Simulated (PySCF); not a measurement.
**Potential energy of AlP⁻ along the bond**

Set-up: PySCF, spin-free X2C with a Gaussian nucleus, basis sets Al aug-cc-pVDZ-DK, P aug-cc-pVDZ-DK. Energies in eV from Al + P⁻ in their ground configurations at the same level. State: ²Σ⁺ (doublet), unpaired electrons σ ↑.

| R (Å) | HSE06 | PBE |
| --- | --- | --- |
| 1.855 | -2.381 | -2.542 |
| 1.941 | -2.961 | -3.144 |
| 2.028 | -3.280 | -3.484 |
| 2.092 | -3.391 | -3.612 |
| 2.157 | -3.421 | -3.657 |
| 2.222 | -3.388 | -3.638 |
| 2.308 | -3.275 | -3.542 |
| 2.416 | -3.058 | -3.345 |
| 2.545 | -2.740 | -3.047 |
| 2.718 | -2.291 | -2.615 |

Q: Put a parabola through the three lowest points of the HSE06 curve and estimate Re, k and ωe (reduced mass 14.42 u; 1 eV/Å² = 0.16022 mdyn/Å; ωe = 1302.8·√(k/μ) cm⁻¹).

A: Through R = 2.092, 2.157, 2.222 Å the second-order coefficient is 7.46 eV/Å², so Re ≈ 2.155 Å, k ≈ 2.39 mdyn/Å and ωe ≈ 530 cm⁻¹. A polynomial fit of higher order to the unrounded HSE06 energies gives Re = 2.153 Å, k = 2.42 mdyn/Å, ωe = 533 cm⁻¹; anharmonicity and rounding make the difference.

The higher-order fit for each curve: HSE06: Re = 2.153 Å, ωe = 533 cm⁻¹, De = 3.42 eV; PBE: Re = 2.168 Å, ωe = 520 cm⁻¹, De = 3.66 eV.

⟨S²⟩ of the unrestricted solution departs from its pure value on part of the curve, where spin states mix. For an ion De counts to the pair picked by the measured ionisation energies or electron affinities, which need not be the lowest pair at this level. The highest Kohn–Sham level is positive in this anion. Much of that is self-interaction error, but it also means that the finite basis helps to hold the extra electron. The state was picked by a PBE0 search and need not be the measured ground state.
